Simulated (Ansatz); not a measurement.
Basis sets compared for diborane mono F (B2H5F). Charge 0, multiplicity 1. Geometry PBE-D4/def2-TZVP. Ansatz on 4 threads of Arm Neoverse V2 on a shared host; times are rough, and most runs start from earlier orbitals.

```csv
atom,x (Å),y (Å),z (Å)
B1,0.4150,-0.2496,0.7377
F2,0.9617,0.6944,1.5306
H3,0.5000,-1.4076,1.0413
H4,0.8155,-0.0997,-0.5645
B5,-0.4213,0.2393,-0.7463
H6,-0.4836,1.4036,-1.0139
H7,-0.8957,-0.6213,-1.4292
H8,-0.8915,0.0409,0.4443
```

Binding counts from free atoms (B doublet, F doublet, H doublet) in the same basis, without a counterpoise term.

```json
{"level": "HF/STO-3G", "functions": "20", "energy (Eh)": "-149.6665", "HOMO (eV)": "-11.53", "LUMO (eV)": "7.22", "binding per atom (eV)": "3.57", "wall time": "0.05 s"}
{"level": "HF/6-31G", "functions": "37", "energy (Eh)": "-151.6621", "HOMO (eV)": "-13.61", "LUMO (eV)": "3.30", "binding per atom (eV)": "2.62", "wall time": "0.1 s"}
{"level": "PBE-D4/def2-SVP", "functions": "67", "energy (Eh)": "-152.2679", "HOMO (eV)": "-8.15", "LUMO (eV)": "-1.55", "binding per atom (eV)": "3.65", "wall time": "0.3 s"}
{"level": "PBE0-D4/def2-SVP", "functions": "67", "energy (Eh)": "-152.2897", "HOMO (eV)": "-9.74", "LUMO (eV)": "-0.56", "binding per atom (eV)": "3.61", "wall time": "0.3 s"}
```

(1) Estimate the rows for PBE-D4/def2-TZVP, PBE0-D4/def2-TZVP.

## Answers

(1) 
```
            level  functions  energy (Eh)  HOMO (eV)  LUMO (eV)  binding per atom (eV)  wall time
 PBE-D4/def2-TZVP        123    -152.4497      -8.28      -1.68                   3.61     0.45 s
PBE0-D4/def2-TZVP        123    -152.4684      -9.82      -0.68                   3.57      0.7 s
```
